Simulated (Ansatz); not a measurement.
Which is lower?

Two relaxed structures of C2H2Na, doublet (PBE0-D4/def2-TZVP; forces vanish, vibrations not checked).

A:

```
5
angstrom
C 0.0098 0.5703 -0.3142
C 0.7578 0.8130 0.5895
Na 0.5109 -2.5737 0.9396
H 1.4227 1.0372 1.3911
H -0.6556 0.3599 -1.1191
```

B:

C1  (-0.349, 0.477, -0.425)
C2  (0.282, -0.385, 0.344)
Na3  (1.338, -1.828, 1.629)
H4  (-1.379, 0.325, -0.773)
H5  (0.107, 1.411, -0.775)
(Å)

Ansatz 0.2.0; basis: def2-TZVPP; cores frozen in the correlated methods; orbitals are unrestricted. The outer core shell of Li, Na, Mg and K is correlated. The def2 sets are not built for correlating such inner shells, so the correlated values are less sure here. B3LYP uses VWN-RPA correlation.

Q: Which structure is lower at CCSD(T), and by how much? (Judge from chemistry; the value comes from the calculation.)

A: By the calculation: A, by 45.0 kJ/mol (electronic energy, against the other). By their contacts, A is a complex of C₂H₂ (C#C) + Na and B is C₂H₂Na ([CH2][C][Na]).

All methods give the same order:

```
   method  E(B) − E(A) (kJ/mol)
   PBE-D4                  42.5
r2SCAN-D4                  20.7
  PBE0-D4                  38.2
 B3LYP-D4                  47.9
  wB97M-V                  31.5
       HF                  45.6
      MP2                  79.6
     CCSD                  42.8
  CCSD(T)                  45.0
```

T1 diagnostic: at most 0.028. ⟨S²⟩ of the unrestricted Hartree–Fock references: 0.75 to 0.87 (a pure state has 0.75). The unrestricted reference is spin-contaminated, which hurts MP2 most.

Labels in which every atom is bracketed show which atoms are joined, not bond orders.

For scale, one of the runs: CCSD(T)/def2-TZVPP, 122 basis functions, launched by `ansatz run in.yaml --threads 2 --pin off --events-out ev --progress --plain --max-ram 4352MiB`. The run took 35 s on 2 CPU threads of an Arm Neoverse V1 (shared host), with 1.3 GiB of host memory at its peak.
